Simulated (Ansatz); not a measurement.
CH2Cl2O (`OC(Cl)Cl`), relaxed with RKS PBE0-D4/def2-TZVP in Ansatz 0.2.0 from a PBE-D4/def2-SVP geometry. The force threshold is 0.005 eV/Å; the program also tests the step.

Total charge 0; spin multiplicity 1.

Start:

```xyz
6

O     0.605    0.750    0.669
C     0.160   -0.151   -0.239
Cl   -1.150    0.521   -1.316
Cl   -0.470   -1.676    0.533
H    -0.143    1.001    1.251
H     0.998   -0.444   -0.897
```

Q: By how much does the energy fall, and how many steps does the optimiser take? (An estimate is asked.)

A: The calculation gave: 3.63 kJ/mol, in 5 steps.

Q: Which bonds change most? (An estimate is asked.)

A: Ansatz gave: C2–Cl3 from 1.824 to 1.789 Å; C2–Cl4 from 1.822 to 1.789 Å; C2–H6 from 1.105 to 1.085 Å; O1–H5 from 0.981 to 0.965 Å.

Q: Give the relaxed structure. (An estimate is asked.)

A: Computed: 
```xyz
6

O     0.593    0.741    0.664
C     0.152   -0.157   -0.243
Cl   -1.129    0.512   -1.298
Cl   -0.460   -1.655    0.520
H    -0.136    1.000    1.241
H     0.980   -0.440   -0.885
```
